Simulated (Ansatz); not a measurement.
Relaxation of FH₆NSi (9 atoms, charge 0, multiplicity 1), to a largest force component of 0.03 eV/Å in at most 50 steps.

All numbers below come from Ansatz, UKS B3LYP-D4/def2-SVP.

```xyz
9
Properties=species:S:1:pos:R:3
Si -0.585 0.107 -1.138
F 0.981 0.627 -0.981
H -0.563 -0.989 -2.144
H -1.235 -0.393 0.089
H -1.361 1.275 -1.636
H 1.499 0.242 1.100
N 0.784 -0.188 1.682
H 0.516 -1.090 1.300
H -0.036 0.410 1.728
```

Q: Where does it end, and by what steps?

A: The run converged. The force dipped under the threshold on the way, but the program's further checks kept it going. After 20 steps the energy has fallen by 0.291 eV; H4 moved furthest, 1.02 Å.

```csv
step,energy less start (eV),largest force component (eV/Å),accepted
0,0.0000,0.774,yes
1,-0.1654,0.522,yes
2,-0.2006,0.446,yes
3,-0.2236,0.245,yes
4,-0.2283,0.178,yes
5,-0.2301,0.154,yes
6,-0.2311,0.081,yes
7,-0.2319,0.039,yes
8,-0.2327,0.163,yes
9,-0.2337,0.157,yes
10,-0.2318,0.307,no
11,-0.2361,0.090,yes
12,-0.2396,0.061,yes
13,-0.2456,0.140,yes
14,-0.2508,0.324,yes
15,-0.2639,0.238,yes
16,-0.2797,0.161,yes
17,-0.2871,0.196,yes
18,-0.2896,0.117,yes
19,-0.2910,0.012,yes
20,-0.2913,0.028,yes
```

```xyz
9
Properties=species:S:1:pos:R:3
Si -0.698 0.305 -1.176
F 0.650 1.186 -0.902
H -0.326 -1.129 -1.285
H -1.659 0.527 -0.066
H -1.283 0.778 -2.458
H 1.360 0.236 1.029
N 1.004 -0.450 1.695
H 0.873 -1.322 1.182
H 0.077 -0.132 1.980
```

Run time: 39 s on 2 threads of Arm Neoverse V1, on a shared host, peak memory 0.2 GiB.
